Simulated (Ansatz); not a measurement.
C3H5N can be A, `NC1C=C1`, or B, `CC1=CN1`.

Gas-phase electronic energies from Ansatz, PBE0-D4/def2-TZVP geometries. CBS: MP2 limit from def2 TZ/QZ plus the TZ coupled-cluster correction, frozen cores. DFT in def2-TZVPP. One conformer a species, not always the lowest.

**Question.** Which is lower in electronic energy at CCSD(T)/CBS, and by how much? (Best estimate.)

**Answer.** Computed: A, by 63.8 kJ/mol.

**Question.** Give E(B) − E(A) in kJ/mol with CCSD(T)/def2-TZVPP, CCSD(T)/def2-SVP, B2PLYP, BLYP-D4, HF/def2-TZVPP, ωB97M-V, LDA (SPW92). (An estimate is asked.)

**Answer.** Ansatz gave: CCSD(T)/def2-TZVPP 62.1, CCSD(T)/def2-SVP 66.6, B2PLYP 62.3, BLYP-D4 54.9, HF/def2-TZVPP 73.3, ωB97M-V 65.8, LDA (SPW92) 69.2. None reverses the order clearly.

**Question.** Does the order hold for the free energy at 298.15 K (harmonic terms from PBE0-D4)? (Best estimate.)

**Answer.** Ansatz gave: Yes: G(B) − G(A) = +59.8 kJ/mol, for one conformer each.

Largest T1 diagnostic: 0.011.

From BLYP to BHLYP (50 % exact exchange), in def2-TZVPP and without D4, E(B) − E(A) moves by +15.5 kJ/mol. In def2-TZVPP, CCSD(T) changes the Hartree–Fock value by −11.2 kJ/mol (the triples alone add −2.8 kJ/mol) and MP2 by −7.8 kJ/mol.
